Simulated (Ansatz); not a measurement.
A made-up structure of CH₃SSi, doublet:

```json
{"atom": "C1", "x (Å)": "-0.5849", "y (Å)": "-0.1254", "z (Å)": "-0.5372"}
{"atom": "Si2", "x (Å)": "0.4778", "y (Å)": "0.1812", "z (Å)": "0.4453"}
{"atom": "S3", "x (Å)": "1.3311", "y (Å)": "-1.3389", "z (Å)": "1.0841"}
{"atom": "H4", "x (Å)": "-1.0440", "y (Å)": "0.7460", "z (Å)": "-0.8737"}
{"atom": "H5", "x (Å)": "-0.8046", "y (Å)": "-1.2073", "z (Å)": "-0.8289"}
{"atom": "H6", "x (Å)": "0.6246", "y (Å)": "1.7444", "z (Å)": "0.7103"}
```

It is relaxed with PBE-D4/def2-SVP and then PBE0-D4/def2-TZVP (Ansatz 0.2.0). Atoms count as bonded within 1.22 times the sum of their covalent radii (H–H: 0.88 Å). The end point is not checked to be a true minimum.

(1) Does its bonding change? (Judge from chemistry; the calculation decides.)

## Answers

(1) The calculation gives: No: no bond forms or breaks.

Where it ends: The first stage lowers the energy by 3.05 eV in 7 steps. It ends as CH₃SSi ([CH2][SiH][S]):
C1  (-0.723, -0.101, -0.659)
Si2  (0.590, 0.156, 0.544)
S3  (1.641, -1.274, 1.368)
H4  (-1.287, 0.718, -1.097)
H5  (-0.996, -1.097, -0.990)
H6  (0.775, 1.599, 0.834)
(Å)

Labels in which every atom is bracketed show which atoms are joined, not bond orders.

For scale, one of the runs: PBE0-D4/def2-TZVP relaxation, 123 basis functions, launched by `ansatz run in.yaml --threads 2 --pin off --events-out ev --progress --plain --max-ram 4352MiB`. The run took about 16 s on 2 CPU threads of an Intel Xeon 6975P-C (shared host).
